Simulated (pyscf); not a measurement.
Elementary routes open to SnH₂ [singlet] + H₂S in the gas phase (singlet surface):
A. S=SnH₂ + H₂ (H–S, H–S broken; S–Sn, H–H formed)
B. HS–SnH: [singlet] + H₂ (H–Sn, H–S broken; S–Sn, H–H formed)
C. HS–SnH₃ (H–S broken; S–Sn, H–Sn formed)

Single points on ωB97X-D3(BJ)/def2-SVP structures (PySCF, gas phase).

Q: Rank the routes by free-energy barrier at 600 K, lowest first, for ωB97M-D3(BJ)/def2-TZVP energies (ideal gas, 1 atm, RRHO with modes under 100 cm⁻¹ raised to 100, one conformer, R ln 2 for chiral ones without a mode under 150 cm⁻¹).

A: B (21.8 kcal/mol), C (36.2 kcal/mol), A (64.2 kcal/mol)

Route B is the fastest of these, ahead of the next by 14.4 kcal/mol. The most stable products are those of B (ΔG = -18.8 kcal/mol), so kinetics and thermodynamics agree. At 1200 K B is still the fastest. A: On the reactant side the descent ends in an adduct with a S–Sn contact, 15.5 kcal/mol under the separated species and 57.8 kcal/mol under the saddle at ωB97X-D3(BJ)/def2-TZVP. B: On the reactant side the descent ends in an adduct with a S–Sn contact, 16.5 kcal/mol under the separated species and 14.0 kcal/mol under the saddle at ωB97X-D3(BJ)/def2-TZVP. C: On the reactant side the descent ends in an adduct with a S–Sn contact, 16.1 kcal/mol under the separated species and 29.0 kcal/mol under the saddle at ωB97X-D3(BJ)/def2-TZVP. Only these routes are compared; each barrier is that of the saddle found, and lower ones may exist. Elements past Kr carry the def2 core potentials, without spin-orbit coupling.
